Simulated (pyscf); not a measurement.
PySCF, gas phase, ωB97X-D3(BJ)/def2-SVP geometries.

SMILES: [NH2][V](=[O])([Cl])[Cl]
```xyz
7

N     -0.6818     0.4813    -1.5373
V      0.3531     0.5485    -0.0963
O      1.5473     1.3895    -0.5309
Cl    -0.7094     1.5193     1.5109
Cl     0.9839    -1.4455     0.4336
H     -1.5652    -0.0290    -1.5260
H     -0.4879     0.9211    -2.4339
```
Charge 0, spin multiplicity 1.

**Question.** What is the homolytic dissociation enthalpy (298 K, ωB97M-D3(BJ)/def2-TZVP) of the N–V bond of H₂N–V(=O)(Cl)–Cl, to NH₂• + [O=V(Cl)–Cl]•?

**Answer.** N–V to NH₂• + [O=V(Cl)–Cl]•: 280.2 kJ/mol. The 7 functionals that were run give +250.5 (M06-2X) to +346.2 kJ/mol (PBE). The radicals are drawn with the spin at the cut bond; how far it spreads was not checked. Other isomers of [O=V(Cl)–Cl]• were not searched in full and may lie lower. Open-shell species with a d-block atom are single-reference here; other states, and whether the spin sits on metal or ligand, were not checked.
